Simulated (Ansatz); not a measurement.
System: ketene, C₂H₂O, charge 0, multiplicity 1. SMILES: O=C=C
Geometry: optimised at B3LYP-D3(BJ)/def2-TZVP (Ansatz, a quantum-chemistry and plane-wave program).

Property: vertical ionisation energy (to the doublet state of charge +1; each state is the SCF solution reached for its spin), in eV. Valence correlation only, unless marked. UHF or UKS for open shells. Spin-orbit coupling is left out. Non-relativistic. Basis-set limits of correlation are two-point, X^-3; Hartree-Fock from the larger set. The bracket is a focal-point correction in the basis named.

| level | program | vertical ionisation energy (eV) |
|---|---|---|
| RI-HF/aug-cc-pVQZ | Ansatz | 8.58 |

### Question
Estimate the value at RI-MP2/CBS(aug-cc-pVTZ,aug-cc-pVQZ)+[CCSD(T)-MP2]/aug-cc-pVTZ as computed with Ansatz.

### Answer
9.85 eV
